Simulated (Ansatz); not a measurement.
# LiNa− (doublet): from Hartree-Fock to the top rungs at distance Li1–Na2 = 4.595 Å, aug-cc-pVTZ

Aim: climb from Hartree-Fock through coupled cluster for LiNa− (doublet) at one geometry and basis, and see what each rung misses.

Computed with Ansatz 0.2.0, Gaussian basis. Level: aug-cc-pVTZ, core rule «outside noble gas», up to 6 orbitals frozen.

Plan: UHF; CCSD(T) on ROHF; CCSD(T) on UHF; BCCD(T) on ROHF; CCSDT on ROHF; CCSDT on UHF; Full CI.

38 further runs of the same task are left out: 20 for a known fault of the program, 11 that didn't finish, 7 set aside as unsound or not needed.

## 1. What is computed

The geometry derives from a PBE0/def2-TZVPD stationary point (not a proven minimum). One bond is set to the value named and the two fragments are kept rigid.

2 atoms, charge -1, spin multiplicity 2.

Atoms are counted from 1 here; the program's logs count them from 0.

No contacts short enough for the rule that draws bonds.

## 2. UHF

The input, in.yaml:

```yaml
crystal:
  periodic: [false, false, false]
  atoms:
    - {symbol: Li, position_ang: [0.000000, 0.000000, 0.000000]}
    - {symbol: Na, position_ang: [0.000000, 0.000000, 4.595000]}
basis:
  gaussian: {orbitals: aug-cc-pVTZ}
total_charge: -1
magnetization: {spin_polarized: true, initial_magnetization: 1}
hamiltonian: {xc: hf}
output: {orbitals: {seedname: orbitals}}
```

Run with:

```bash
ansatz run in.yaml --threads 1 --pin off --events-out ev --progress --plain --max-ram 2393MiB
```

After this run come: CCSD(T) on ROHF; CCSD(T) on UHF; BCCD(T) on ROHF; CCSDT on ROHF; CCSDT on UHF; Full CI.

**Question.** What will the summary of the whole plan be? Wanted: FCI below the RHF energy; RMP2 from FCI; UMP2 from FCI; RCCSD from FCI; RCCSD(T) from FCI; UCCSD(T) from FCI; T1 diagnostic; effectively unpaired electrons.

As calculated:

```
                         quantity                                               value
         FCI below the RHF energy                                          -0.9848 eV
                    RMP2 from FCI                                          +350.8 meV
                    UMP2 from FCI                                          +399.7 meV
                   RCCSD from FCI                                           +52.9 meV
                RCCSD(T) from FCI                                           +13.6 meV
                UCCSD(T) from FCI                                           +12.8 meV
levels within 1 kcal/mol (43 meV)  UCCSD, RCCSD(T), UCCSD(T), BCCD(T), RCCSDT, UCCSDT
                    T1 diagnostic                                               0.080
   effectively unpaired electrons                                                1.26
```

What this shows: RCCSD(T) lands +13.6 meV from the yardstick (1.4 % of the correlation energy). The occupations show some static correlation. Coupled cluster took another determinant than the lowest Hartree-Fock one. These misses are within one basis, not against nature; the frozen cores of restricted and unrestricted runs differ, which can shift their rows.
